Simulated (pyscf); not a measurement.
## Four-centre exchange: H₂Al–PH₂ (SMILES [AlH2][PH2]) + SiH₄ (SMILES [SiH4]) -> H₂Al–PH₂ (SMILES [AlH2][PH2]) + SiH₄ (SMILES [SiH4])

Gas phase, singlet surface, charge 0. Bonds broken: Al2–H8, H5–Si7. Bonds formed: Al2–H5, Si7–H8. Single points on ωB97X-D3(BJ)/def2-SVP structures (PySCF, gas phase). Correlated levels are frozen-core, on RHF or UHF. ΔMP2 is the change of the MP2 total energy from the triple- to the quadruple-zeta basis.

Transition state (Å):

```xyz
11

P     -1.9205    -1.6757    -0.6123
Al    -1.3868     0.5021    -0.0095
H     -0.5576    -2.0493    -0.8002
H     -2.1235    -1.3325    -1.9821
H     -0.3526     0.4390     1.3141
H     -2.3705     1.7237     0.1766
Si     1.1320     0.9339     0.5365
H     -0.0019     1.0623    -0.7830
H      1.8618     1.9780    -0.2557
H      1.6185    -0.4284     0.1967
H      1.5056     1.2907     1.9447
```

One imaginary mode, 406i cm⁻¹; descent along it reached the two sides named, in the forms told below.

```csv
bond,change,reactant side (Å),saddle,product side
Al2–H8,breaks,1.591,1.682,1.995
H5–Si7,breaks,1.517,1.747,2.9
Al2–H5,forms,1.996,1.681,1.592
Si7–H8,forms,3.2,1.745,1.514
```

Electronic energies relative to the separated reactants (kcal/mol):

```json
[
 {"level": "ωB97X-D3(BJ)/def2-TZVP", "barrier": "4.6", "reaction energy": "0.0", "reverse barrier": "4.6"},
 {"level": "PBE/def2-TZVP", "barrier": "5.3", "reaction energy": "0.0", "reverse barrier": "5.3"},
 {"level": "r²SCAN/def2-TZVP", "barrier": "4.8", "reaction energy": "0.0", "reverse barrier": "4.8"},
 {"level": "B3LYP-D3(BJ)/def2-TZVP", "barrier": "8.4", "reaction energy": "0.0", "reverse barrier": "8.4"},
 {"level": "PBE0-D3(BJ)/def2-TZVP", "barrier": "4.0", "reaction energy": "0.0", "reverse barrier": "4.0"},
 {"level": "M06-2X/def2-TZVP", "barrier": "7.2", "reaction energy": "0.0", "reverse barrier": "7.2"},
 {"level": "ωB97M-D3(BJ)/def2-TZVP", "barrier": "8.4", "reaction energy": "0.0", "reverse barrier": "8.4"},
 {"level": "HF/def2-TZVP", "barrier": "22.4", "reaction energy": "0.0", "reverse barrier": "22.4"},
 {"level": "MP2/def2-QZVPP", "barrier": "8.7", "reaction energy": "0.0", "reverse barrier": "8.7"},
 {"level": "CCSD/def2-TZVPP", "barrier": "11.1", "reaction energy": "0.0", "reverse barrier": "11.1"},
 {"level": "CCSD(T)/def2-TZVPP", "barrier": "9.4", "reaction energy": "0.0", "reverse barrier": "9.4"},
 {"level": "CCSD(T)/def2-TZVPP + ΔMP2(QZVPP)", "barrier": "8.8", "reaction energy": "0.0", "reverse barrier": "8.8"}
]
```

With CCSD(T)/def2-TZVPP + ΔMP2(QZVPP) energies and thermal terms (ideal gas, 1 atm, RRHO with modes under 100 cm⁻¹ raised to 100, one conformer, R ln 2 for chiral ones without a mode under 150 cm⁻¹), in kcal/mol:

```
T (K)   ΔH‡   ΔG‡   ΔH   ΔG
-----  ----  ----  ---  ---
298    10.3  20.6  0.0  0.0
600    10.2  31.1  0.0  0.0
900    10.6  41.5  0.0  0.0
1200   11.1  51.7  0.0  0.0
```

On the reactant side the descent ends in a complex (not fully relaxed), 7.5 kcal/mol under the separated species and 12.1 kcal/mol under the saddle at ωB97X-D3(BJ)/def2-TZVP. On the product side the descent ends in a complex, 7.5 kcal/mol under the separated species and 12.1 kcal/mol under the saddle at ωB97X-D3(BJ)/def2-TZVP. At the saddle there is also a short Al–Si contact that neither side keeps. One saddle was located; it need not be the lowest between these sides. The CCSD(T) − MP2 part came from Ansatz, without density fitting, on the same reference.
